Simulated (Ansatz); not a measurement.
Input file:

```yaml
crystal:
  periodic: [false, false, false]
  atoms:
    - {symbol: Ge, position_ang: [-1.106764, 0.000000, 0.000000]}
    - {symbol: H, position_ang: [-1.618214, 1.446599, 0.000000]}
    - {symbol: H, position_ang: [-1.618214, -0.723300, 1.252792]}
    - {symbol: H, position_ang: [-1.618214, -0.723299, -1.252792]}
    - {symbol: H, position_ang: [0.543236, 0.000000, 0.000000]}
    - {symbol: Si, position_ang: [2.680236, 0.000000, 0.000000]}
    - {symbol: H, position_ang: [3.130210, -1.416253, 0.000000]}
    - {symbol: H, position_ang: [3.130210, 0.708127, -1.226511]}
    - {symbol: H, position_ang: [3.130210, 0.708127, 1.226511]}
basis:
  gaussian: {orbitals: cc-pVDZ}
magnetization: {spin_polarized: false, initial_magnetization: 1}
correlation: {method: fic_mrcisd_q, electrons: outside_noble_gas, active_space: {window: {electrons: 9, orbitals: 9}}}
```

```sh
$ ansatz run in.yaml --threads 2 --pin off --events-out ev --progress --plain --max-ram 16896MiB --backend cuda --devices 0, --max-vram 18GiB
```

The program prints:

```
808 factors; integrals over basis functions are off by at most 1.3e-3 eV
mean field evaluation 1: about -64442.0784 eV, gradient 1.2e1 eV
mean field evaluation 2: about -64442.0819 eV, gradient 1.2e1 eV
mean field evaluation 4: about -64443.2024 eV, gradient 8.1e-1 eV
mean field evaluation 8: about -64443.2116 eV, gradient 2.5e-3 eV
mean field -64443.21157906 eV, -2368.2443443528 hartree, gradient 3.5e-6 eV, S^2 0.750000; 0 other end points of the search recorded, 0 dependent functions left out
reference -64443.21157906 eV, -2368.2443443528 hartree; 27, 26 occupied and 53, 54 virtual orbitals, 808 factors
state -64444.88117499 eV, -2368.3057008714 hartree
contracted CI cycle   1: correlation 0.00000000 eV, 0.0000000000 hartree, residual 1.82e1 eV
contracted CI cycle   2: correlation -5.22226219 eV, -0.1919145959 hartree, residual 3.06e0 eV
contracted CI cycle   3: correlation -5.37747369 eV, -0.1976185132 hartree, residual 6.79e-1 eV
contracted CI cycle   4: correlation -5.38515114 eV, -0.1979006542 hartree, residual 1.54e-1 eV
contracted CI cycle   5: correlation -5.38553607 eV, -0.1979148001 hartree, residual 3.68e-2 eV
contracted CI cycle   6: correlation -5.38555973 eV, -0.1979156694 hartree, residual 1.09e-2 eV
contracted CI cycle   7: correlation -5.38556181 eV, -0.1979157460 hartree, residual 3.83e-3 eV
contracted CI cycle   8: correlation -5.38556206 eV, -0.1979157552 hartree, residual 1.20e-3 eV
state -64444.88117499 eV, -2368.3057008714 hartree; corrected -64450.82450852 eV, -2368.5241143502 hartree
state -64444.65260748 eV, -2368.2973011706 hartree
contracted CI cycle   1: correlation 0.00000000 eV, 0.0000000000 hartree, residual 1.85e1 eV
contracted CI cycle   2: correlation -5.39628930 eV, -0.1983099740 hartree, residual 3.13e0 eV
contracted CI cycle   3: correlation -5.56208137 eV, -0.2044027203 hartree, residual 7.45e-1 eV
contracted CI cycle   4: correlation -5.57136049 eV, -0.2047437216 hartree, residual 1.85e-1 eV
contracted CI cycle   5: correlation -5.57191675 eV, -0.2047641637 hartree, residual 5.08e-2 eV
contracted CI cycle   6: correlation -5.57195835 eV, -0.2047656925 hartree, residual 1.53e-2 eV
contracted CI cycle   7: correlation -5.57196188 eV, -0.2047658221 hartree, residual 4.81e-3 eV
contracted CI cycle   8: correlation -5.57196221 eV, -0.2047658343 hartree, residual 1.37e-3 eV
state -64444.65260748 eV, -2368.2973011706 hartree; corrected -64450.82538281 eV, -2368.5241464799 hartree
state -64444.65260748 eV, -2368.2973011706 hartree; corrected -64450.82538281 eV, -2368.5241464799 hartree
WARN: the results are in doubt because another end's mean lies 0.229 eV lower, and its corrected mean 0.001 eV higher
Total energy: -64450.82538281 eV, -2368.5241464799 hartree
In doubt: another end's mean lies 0.229 eV lower, and its corrected mean 0.001 eV higher
```

For the same geometry and basis UCCSDT(Q) lies 54.4 meV lower.

Ran on 2 threads of AMD EPYC 7R13 with a shared H100 80 GB, shared host: 14 s wall, 0.89 GiB peak host memory.
